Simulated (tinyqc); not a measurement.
Inside a calculation. Method: geometry optimisation on the LDA (VWN5)/sto-6g surface (energies and gradients from PySCF), for BH3, spin multiplicity 1. Computed by tinyqc, a small Python program that keeps every step (integrals from PySCF). Settings: charge = 0, multiplicity = 1, basis = sto-6g, functional = lda,vwn, optimiser = sd, first Hessian = 0.6, largest step = 0.5, iteration cap = 30. Command: `OMP_NUM_THREADS=1 python tinyqc.py 25203 25204 out.jsonl` (the two numbers bound the seeds that draw the settings). One thread of a shared host (Intel(R) Xeon(R) Processor @ 2.60GHz), about 10 s of CPU time with the checks.

positions at the start (bohr):
```
            x          y          z
1B   0.035905  -0.011338   0.011338
2H   2.299797  -0.028346  -0.085038
3H  -1.243440   1.944528  -0.041574
4H  -1.050688  -1.993661   0.060471
```

Stop when the largest gradient component is below 3e-5 hartree/bohr.

Course of the optimisation:
```
step   E (hartree)  largest gradient (hartree/bohr)
1     -26.19741023                         2.69e-02
2     -26.19973570                         1.45e-02
3     -26.20039639                         7.13e-03
4     -26.20060803                         4.43e-03
5     -26.20069048                         3.33e-03
6     -26.20073245                         2.47e-03
7     -26.20075841                         2.03e-03
8     -26.20077604                         1.72e-03
9     -26.20078842                         1.46e-03
10    -26.20079725                         1.24e-03
11    -26.20080357                         1.05e-03
12    -26.20080810                         8.93e-04
13    -26.20081135                         7.57e-04
14    -26.20081369                         6.42e-04
15    -26.20081537                         5.45e-04
16    -26.20081658                         4.62e-04
17    -26.20081745                         3.92e-04
18    -26.20081807                         3.32e-04
19    -26.20081852                         2.82e-04
20    -26.20081884                         2.39e-04
21    -26.20081907                         2.03e-04
22    -26.20081924                         1.72e-04
23    -26.20081936                         1.46e-04
24    -26.20081945                         1.24e-04
25    -26.20081951                         1.05e-04
26    -26.20081955                         8.91e-05
27    -26.20081959                         7.56e-05
28    -26.20081961                         6.41e-05
29    -26.20081963                         5.44e-05
30    -26.20081964                         4.61e-05
```

Can the last value be used, and what does the course show?

Not by the stop rule, although the second column moves by less than 1e-07 over the last three steps. Not converged within 30 steps: the energy falls at every step, but slowly. Reruns: method bfgs, first Hessian 0.6, largest step 0.3: converged in 11 (E = -26.20082).
